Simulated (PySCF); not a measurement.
CHN, SMILES N#C.

Geometry: ωB97X-D3(BJ)/def2-TZVPD.

Lowest vertical singlet excitation by several levels in PySCF, with rough processor times relative to the cheapest run on one machine. Each run also gave further roots (ADC and EOM-CCSD ionised and attached states too); roots are paired by order and the bases differ. EOM-CCSD serves as a yardstick, not as the true value; all levels that ended soundly for this molecule are listed, with differences from unrounded values.

```tsv
level	relative cost
TDDFT-PBE/def2-TZVPD	1
TDDFT-PBE0/def2-TZVPD	2
TDDFT-ωB97X/def2-TZVPD	3
EOM-CCSD/aug-cc-pVDZ	4
ADC(3)/aug-cc-pVDZ	20
```

Computed S1 at each level and its distance from EOM-CCSD:
```csv
level,S1 (eV),S1 minus EOM-CCSD (eV)
TDDFT-PBE/def2-TZVPD,8.09,-0.51
TDDFT-PBE0/def2-TZVPD,7.88,-0.72
TDDFT-ωB97X/def2-TZVPD,7.82,-0.78
EOM-CCSD/aug-cc-pVDZ,8.60,0.00
ADC(3)/aug-cc-pVDZ,8.11,-0.49
```
